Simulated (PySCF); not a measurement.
# Löwdin shares of the frontier orbitals

Propyne, C3H4.
Geometry (GFN2-xTB, Å), atoms numbered from 1 in this order:
```
atom  x, y, z in Å
C1     1.6861   -0.1232   -0.0176
C2     0.4932   -0.0347   -0.0076
C3    -0.9484    0.0719    0.0039
H4     2.7313   -0.2065   -0.0264
H5    -1.3802   -0.6547   -0.6841
H6    -1.2505    1.0732   -0.3023
H7    -1.3282   -0.1211    1.0070
```

Method used: TDDFT CAM-B3LYP/def2-SVPD, vertical, gas phase, core orbitals frozen in the response (PySCF).

Kohn–Sham orbitals with the atoms that hold most of them (Löwdin shares over 4%, at most four atoms; ? is withheld):

```
orbital  ε (eV)                           atoms
 LUMO+2    2.43  C1 30%, C2 28%, H4 15%, C3 12%
 LUMO+1    2.32   C1 45%, H4 28%, C3 11%, H5 5%
   LUMO    1.38                               ?
   HOMO   -9.13    C1 42%, C2 40%, C3 8%, H4 4%
 HOMO-1   -9.13    C1 42%, C2 40%, C3 8%, H4 4%
 HOMO-2  -13.79  C3 46%, H7 22%, C2 12%, H6 10%
 HOMO-3  -13.79  C3 46%, H5 19%, H6 16%, C2 12%
```

**Question.** Which atoms hold the LUMO, and with what shares?

**Answer.** C3 (bonded to C and 3 H) 34%; C2 (bonded to 2 C) 19%; C1 (bonded to C and H) 17%; H6 (bonded to C) 9%. By element: carbon 70%, hydrogen 9% or more.

Within 0.005 eV of a neighbour in this list lie HOMO-3/HOMO-2 and HOMO-1/HOMO (point group found: C3v); within a degenerate set the shares of single atoms can hang on how the components are chosen.

**Question.** How does S1 compare with the orbital gap of 10.51 eV?

**Answer.** S1 is at 6.72 eV (f = 0.0000), 3.79 eV below the gap, made of HOMO-1/HOMO→LUMO+3 (≥47%), HOMO-1/HOMO→LUMO+2 (≥35%). Its leading pair isn't HOMO and LUMO; the energies of that pair differ by 11.56 eV. 

Next come S2 at 6.98 eV (f 0.0009), HOMO-1/HOMO→LUMO+3 (≥47%), HOMO-1/HOMO→LUMO+2 (≥29%); S3 at 6.98 eV (f 0.0007), HOMO-1/HOMO→LUMO+3 (≥48%), HOMO-1/HOMO→LUMO+2 (≥29%); S4 at 7.41 eV (f 0.020), HOMO-1/HOMO→LUMO (≥92%); S5 at 7.41 eV (f 0.020), HOMO-1/HOMO→LUMO (≥92%).

Orbitals of the list HOMO-3 to LUMO+2 that lie within 0.01 eV of each other are written together with a slash and their weights summed (≥ marks a lower bound); for degenerate orbitals outside that list single weights are arbitrary.

Löwdin shares depend on the basis, the more so with diffuse functions.

Time: 2.5 s wall. Hardware: an x86-64 server with one thread, no GPU, shared host.
